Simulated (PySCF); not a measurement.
AlP⁺ at PBE

Level: PBE. basis Al jorge-DZP-DKH, P jorge-DZP-DKH; spin-free X2C with a Gaussian nucleus; PySCF 2.14.

```
state                                                                                                             : ⁴Σ⁻ (quartet), unpaired electrons σ ↑, π ↑↑
bond length                                                                                                       : 2.497 Å
harmonic wavenumber                                                                                               : 264 cm⁻¹
force constant                                                                                                    : 0.591 mdyn/Å
rotational constant Be                                                                                            : 0.1875 cm⁻¹
anharmonicity ωexe                                                                                                : 3.78 cm⁻¹
vibration–rotation constant αe                                                                                    : 0.00280 cm⁻¹
well depth De to Al⁺ + P                                                                                          : 86 kJ/mol
dissociation energy D0                                                                                            : 84 kJ/mol
bond order (Mayer)                                                                                                : 1.08
dipole moment (positive dipole points towards P; it is taken about the centre of mass and depends on that origin) : -3.14 D
```

For an ion De counts to the pair picked by the measured ionisation energies or electron affinities, which need not be the lowest pair at this level. The state was picked by a PBE0 search and need not be the measured ground state.
